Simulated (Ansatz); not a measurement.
Relaxed structures of CH₂BN, singlet (PBE0-D4/def2-TZVP; forces vanish, vibrations not checked; lower isomers may exist, and structures with a doubtful reference or unclear bonds are left out; Å). Program: Ansatz 0.2.0. Basis: def2-TZVPP. Cores are frozen in the correlated methods.

Q: Rank them by CCSD(T) energy, lowest first, and give each one's height above the lowest. Links in brackets join atoms within 1.22 times the sum of their covalent radii (1.1 for two metals). (Judge from chemistry; the value comes from the calculation.)
A.
CH₂BN ([BH][N][CH])
```
5
angstrom
B -0.6873 0.5696 -0.7094
C 0.6065 -1.0514 0.7743
N 0.0031 -0.1785 0.0507
H -1.3391 1.2345 -1.4159
H 1.4421 -0.5605 1.3171
```
B.
CH₂BN ([BH2][C][N])
```
5
angstrom
B -0.5940 0.9197 -0.6098
C 0.0151 -0.2884 0.0864
N 0.4770 -1.2046 0.6145
H -1.3968 0.7434 -1.4684
H -0.2511 2.0078 -0.2766
```
C.
CH₂BN ([BH][C][NH])
```
5
angstrom
B -0.7327 0.5751 -0.7476
C 0.0301 -0.2195 0.0836
N 0.6404 -1.0273 0.7952
H -1.3585 1.2768 -1.4431
H 1.4207 -0.6051 1.3118
```

A: By the calculation: B (0.000 eV), A (2.273 eV), C (2.423 eV). Heights count from the lowest.

No T1 diagnostic of these runs exceeds 0.021. The restricted Hartree–Fock reference is unstable towards an unrestricted one at one or more of these structures.

For scale, one of the runs: CCSD(T)/def2-TZVPP, 121 basis functions, launched by `ansatz run in.yaml --threads 2 --pin off --events-out ev --progress --plain --max-ram 4352MiB`. The run took about 4.3 s on 2 CPU threads of an Arm Neoverse V2 (shared host).
